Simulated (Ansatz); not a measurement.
Two structures of CH₅S₂, doublet, reached by relaxing down either side of one saddle point (PBE0-D4/def2-TZVP). Energies are electronic, without zero-point energy. Program: Ansatz 0.2.0. Basis: def2-TZVPP and def2-QZVPP. Cores are frozen in the correlated methods; orbitals are unrestricted. Extrapolation: Hartree–Fock as exp(−7.88 √X), correlation as X^−2.97. First:

```json
{"atom": "H1", "x (Å)": "-1.2146", "y (Å)": "0.0337", "z (Å)": "-1.3185"}
{"atom": "S2", "x (Å)": "-0.9588", "y (Å)": "0.5497", "z (Å)": "-0.1074"}
{"atom": "C3", "x (Å)": "0.8192", "y (Å)": "0.7540", "z (Å)": "-0.2993"}
{"atom": "S4", "x (Å)": "-0.7680", "y (Å)": "-2.0904", "z (Å)": "0.7762"}
{"atom": "H5", "x (Å)": "1.1831", "y (Å)": "1.1447", "z (Å)": "0.6504"}
{"atom": "H6", "x (Å)": "1.2912", "y (Å)": "-0.2083", "z (Å)": "-0.4876"}
{"atom": "H7", "x (Å)": "1.0431", "y (Å)": "1.4674", "z (Å)": "-1.0914"}
{"atom": "H8", "x (Å)": "-1.3952", "y (Å)": "-1.6507", "z (Å)": "1.8778"}
```

Second:

```xyz
8
angstrom
H -1.4187 -0.8892 0.0032
S -0.7310 1.6304 -0.1218
C 0.9241 1.0019 -0.3133
S -1.1798 -2.2112 0.1448
H 1.6547 1.6495 0.1729
H 1.0082 -0.0286 0.0355
H 1.1350 1.0128 -1.3896
H -1.3925 -2.1656 1.4684
```

(1) Which bonds change from the first to the second?

(2) Give the saddle point's structure and its height above each. (Judge from chemistry; the value comes from the calculation.)

The T1 diagnostic stays at or below 0.022. ⟨S²⟩ of the unrestricted Hartree–Fock references: 0.76 to 0.81 (a pure state has 0.75). The unrestricted reference is spin-contaminated, which hurts MP2 most.

Results:

(1) CH₄S ([CH3][SH]) + HS → CH₃S ([CH3][S]) + H₂S; bonds formed: H1–S4; bonds broken: H1–S2.

(2) Computed: 8.99 kcal/mol above the first and 10.27 kcal/mol above the second (CCSD(T) at an estimated basis limit (MP2 extrapolated from triple and quadruple zeta, plus CCSD(T) − MP2 in triple zeta)).
```
8
angstrom
H -1.1810 -0.4702 -0.1823
S -0.7850 0.9278 0.2899
C 0.9149 0.8710 -0.2882
S -0.9771 -2.0506 0.1464
H 1.2901 1.8954 -0.2471
H 1.5248 0.2497 0.3662
H 0.9740 0.5133 -1.3153
H -1.7607 -1.9363 1.2304
```

Labels in which every atom is bracketed show which atoms are joined, not bond orders.

For scale, one of the runs: CCSD(T)/def2-TZVPP, 185 basis functions, launched by `ansatz run in.yaml --threads 4 --pin off --events-out ev --progress --plain --max-ram 9574MiB`. Hardware: 4 CPU threads of an Arm Neoverse V1, shared host. Wall time 100 s; peak host memory 4.5 GiB.
